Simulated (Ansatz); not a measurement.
Below is the output of a Python script on Ansatz's Python interface that makes a single point in a Gaussian basis of C2H8N2S, SMILES CSC(N)N. Write a script that gives it. Settings: CAM-B3LYP, def2-SVP basis, multiplicity 1.

Running `python c2h8n2s.py` prints:
```text
crystal:
  periodic: [false, false, false]
  atoms:
    - { symbol: C, position_ang: [1.85946, 0.36075, -0.75704] }
    - { symbol: S, position_ang: [0.66884, 1.16762, 0.36252] }
    - { symbol: C, position_ang: [-0.55613, -0.19936, 0.36897] }
    - { symbol: "N", position_ang: [-1.4893, -0.02985, -0.74209] }
    - { symbol: "N", position_ang: [-1.29546, -0.1896, 1.6289] }
    - { symbol: H, position_ang: [1.38857, 0.1479, -1.73811] }
    - { symbol: H, position_ang: [2.23104, -0.58206, -0.30463] }
    - { symbol: H, position_ang: [2.72059, 1.04139, -0.91683] }
    - { symbol: H, position_ang: [-0.04017, -1.18153, 0.27452] }
    - { symbol: H, position_ang: [-2.18088, -0.8139, -0.7069] }
    - { symbol: H, position_ang: [-0.96288, -0.14817, -1.63694] }
    - { symbol: H, position_ang: [-0.61423, -0.32687, 2.41057] }
    - { symbol: H, position_ang: [-1.72944, 0.75367, 1.75706] }
basis:
  gaussian:
    orbitals: def2-SVP
hamiltonian:
  xc: cam_b3lyp
output:
  forces: true

reference energy    -16009.639328 eV
total energy        -16009.639328 eV
occupied orbitals outside the frozen core (up, down): [25, 25]  frozen: 0  virtual: [89, 89]
mean field: -588.3433936 Ha, <S^2> = 0.0000, stability: minimum
forces (eV/A)
  C     0.2610    0.1663   -0.0548
  S     0.4816   -0.5475   -0.3842
  C    -1.0184   -0.0309    0.3030
  N    -0.0106   -0.8354   -0.3966
  N     0.4856    0.5494    0.1270
  H     0.2343    0.0548    0.2399
  H    -0.0857    0.2840   -0.1994
  H    -0.3042   -0.2230    0.0316
  H     0.3105    0.3720    0.3826
  H     0.6521    0.7275    0.0010
  H    -0.6146    0.2307    0.8524
  H    -0.7831    0.1926   -0.7773
  H     0.3915   -0.9404   -0.1252
   atom  mulliken  lowdin
0     C    -0.111  -0.107
1     S    -0.085   0.268
2     C     0.002  -0.222
3     N    -0.195   0.047
4     N    -0.219   0.065
5     H     0.047  -0.018
6     H     0.057  -0.012
7     H     0.062  -0.002
8     H     0.016  -0.035
9     H     0.106   0.007
10    H     0.094  -0.002
11    H     0.110   0.004
12    H     0.115   0.006
dipole (e A): [ 0.2673 -0.3247 -0.1393]
```

The script that was run (others could print the same):

Script `c2h8n2s.py`:
```python
# -*- coding: utf-8 -*-
import ansatz
import numpy as np
import pandas as pd
from rdkit import Chem
from rdkit.Chem import AllChem


def main():
    rd = Chem.AddHs(Chem.MolFromSmiles("CSC(N)N"))
    AllChem.EmbedMolecule(rd, randomSeed=472)
    AllChem.UFFOptimizeMolecule(rd)
    system = ansatz.Crystal.molecule()
    for atom, xyz in zip(rd.GetAtoms(), rd.GetConformer().GetPositions()):
        system = system.atom(atom.GetSymbol(), xyz.round(5).tolist())

    model = (
        system.calculation()
        .basis(gaussian="def2-SVP")
        .functional("cam_b3lyp")
        .forces()
    )
    print(model.to_yaml())
    out = model.run(threads=1)
    report = out.report

    print("reference energy %16.6f eV" % report["reference_energy_ev"])
    print("total energy     %16.6f eV" % report["free_energy_ev"])
    print("occupied orbitals outside the frozen core (up, down):", report["n_occupied"], " frozen:", report["n_frozen"], " virtual:", report["n_virtual"])

    state = report["mean_field"]["state"]
    print(f"mean field: {state['energy']['hartree']:.7f} Ha, <S^2> = {abs(state['spin_squared']):.4f}, stability: {state.get('stability', {}).get('kind')}")

    symbols = [site.symbol for site in system.cartesian_sites]
    print("forces (eV/A)")
    for symbol, f in zip(symbols, report["forces_ev_ang"]):
        print(f"  {symbol:2s} {f[0]:9.4f} {f[1]:9.4f} {f[2]:9.4f}")

    charges = report["charge_distribution"]
    table = pd.DataFrame({"atom": symbols, "mulliken": charges["mulliken_charges_e"], "lowdin": charges["lowdin_charges_e"]})
    print(table.round(3).to_string())
    print("dipole (e A):", np.round(charges["dipole_moment_e_ang"], 4) + 0.0)


if __name__ == "__main__":
    main()
```

Total energies depend on the basis set; only differences at equal settings carry meaning. The geometry is a force-field or estimated start, not a minimum of this method, and the basis set is short of its limit. The Löwdin charges here are taken after orthogonalising the functions within each atom; they differ from plain Löwdin charges, and their signs can be unphysical. Wall time of the script: 8.6 s on 1 thread of Intel(R) Xeon(R) Platinum 8259CL CPU @ 2.50GHz (Skylake/Cascade Lake), with other jobs on the host, peak memory 0.47 GiB.
